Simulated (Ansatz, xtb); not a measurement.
# Loss of CH4: C3H9N → C2H5N + CH4

Species: C3H9N (isopropylamine) `CC(C)N`, singlet; C2H5N (ethanimine) `[H]/N=C\C`, singlet; CH4 `C`, singlet. 

Shapes, held fixed at every level: PBE0-D4/def2-TZVP. Flexible molecules stand in one conformer, not always the lowest. Programs: Ansatz 0.2.0, xtb 6.7.1, xtb 6.7.1 later snapshot. The zero-point and thermal change to 298 K, harmonic and unscaled (PBE0-D4/def2-TZVP), is -14.0 kJ/mol.

**Question.** Estimate ΔH(298 K) of this reaction.

**Answer.** The highest level, CCSD(T)/CBS estimate, gives ΔH(298 K) = +57.9 kJ/mol; the levels span +40.7 to +73.1. The column of differences is taken from that level and isn't an error. No measured value is set beside it here. The CBS estimate extrapolates MP2 from def2-TZVPP and def2-QZVPP and adds CCSD(T) − MP2 in the triple-zeta set, cores frozen.

| level | kind | ΔH(298 K) (kJ/mol) | less CCSD(T)/CBS estimate |
| --- | --- | --- | --- |
| GFN2-xTB | semi-empirical | +73.1 | +15.2 |
| HF/def2-SVP | Hartree–Fock | +40.7 | -17.2 |
| PBE-D4/def2-TZVPP | GGA | +53.0 | -4.9 |
| B2PLYP/def2-TZVPP | double hybrid | +41.4 | -16.5 |
| CCSD(T)/def2-SVP | coupled cluster or CI | +53.3 | -4.6 |
| CCSD/def2-SVP | coupled cluster or CI | +55.1 | -2.8 |
| CCSD(T)/def2-TZVPP | coupled cluster or CI | +52.9 | -5.0 |
| CCSD(T)/CBS estimate | coupled cluster or CI | +57.9 | 0.0 |
